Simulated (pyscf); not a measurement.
A first-order saddle from PySCF, ωB97X-D3(BJ)/def2-SVP:

```xyz
8

O     -1.2899     0.4984     0.8161
Zn    -0.5384    -1.2371     0.1639
Cl    -0.7342    -3.2672     0.7640
H     -2.2029     0.7866     0.9165
N      0.1293     0.1535    -1.0669
H     -0.7026     0.7522    -0.1746
H      1.1123     0.4240    -1.0480
H     -0.1477     0.1187    -2.0475
```
Charge 0, spin multiplicity 1.

Surface: singlet, charge 0. Lowest wavenumbers (cm⁻¹): 1016i, 100, 115, 315, 352.

**Question.** Name the species on either side of this saddle.

**Answer.** HO–Zn–Cl + NH₃ <-> H₂O + H₂N–Zn–Cl, a four-centre exchange read from left to right: O–Zn, H–N broken and H–O, N–Zn formed. At ωB97M-D3(BJ)/def2-TZVP it lies -7.4 kJ/mol from the left side and -28.8 kJ/mol from the right (each side as separated species at their lowest minima found). On the reactant side the descent ends in an adduct with a N–Zn contact, 98.6 kJ/mol under the separated species and 87.3 kJ/mol under the saddle at ωB97X-D3(BJ)/def2-TZVP. On the product side the descent ends in an adduct with a O–Zn contact, 54.9 kJ/mol under the separated species and 22.3 kJ/mol under the saddle at ωB97X-D3(BJ)/def2-TZVP. At ωB97M-D3(BJ) the saddle lies under the separated reactants, which points to a path from their complex (located at ωB97X-D3(BJ) alone). At ωB97M-D3(BJ) the saddle lies under the separated products, which points to a path from their complex (located at ωB97X-D3(BJ) alone), and parting the products costs more than the saddle. What is counted as formed (N–Zn) is already present as a longer contact in the reactant adduct; forming that adduct is a step of its own. What is counted as broken (O–Zn) persists as a longer contact in the product adduct; parting that adduct is a step of its own. This is the saddle that the search found; another between the same sides may lie lower. Elements up to Kr have no core potential and no relativistic terms here.
